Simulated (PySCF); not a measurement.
B(F)3 cation (BF₃), SMILES FB(F)F (connectivity only; charge and spin as stated), charge +1, multiplicity 2.

The structure is a stationary point at TPSSh-D3(BJ)/def2-TZVP. The multiplicity is an assumed one; other spin states were not compared. The isomer is the one that the SMILES or the coordinates give; other isomers of the formula were not compared.

Computed with TDA-M06-2X/def2-SVPD (PySCF).

Vertical excitations; the highest root listed may be one member of a degenerate set. Gas-phase values at a fixed geometry.

| state | energy (eV) | λ (nm) | f | main pairs |
|---|---|---|---|---|
| root 1 | 0.63 | 1957 | 0.000 | β HOMO−2→LUMO (degenerate set) |
| root 2 | 0.63 | 1957 | 0.000 | β HOMO−3→LUMO (degenerate set) |
| root 3 | 1.67 | 742 | 0.035 | β HOMO−1→LUMO, β HOMO−6→LUMO (degenerate set) |
| root 4 | 1.67 | 741 | 0.035 | β HOMO→LUMO, β HOMO−5→LUMO (degenerate set) |
| root 5 | 2.73 | 455 | 0.000 | β HOMO−4→LUMO 99 % |
| root 6 | 4.28 | 290 | 0.075 | β HOMO−5→LUMO, β HOMO→LUMO (degenerate set) |
| root 7 | 4.28 | 290 | 0.075 | β HOMO−6→LUMO, β HOMO−1→LUMO (degenerate set) |
| root 8 | 4.90 | 253 | 0.000 | β HOMO−7→LUMO 99 % |
| root 9 | 10.78 | 115 | 0.000 | β HOMO→LUMO+1 (degenerate set) |
| root 10 | 10.78 | 115 | 0.000 | β HOMO−1→LUMO+1 (degenerate set) |
Unrestricted roots are not spin-pure.
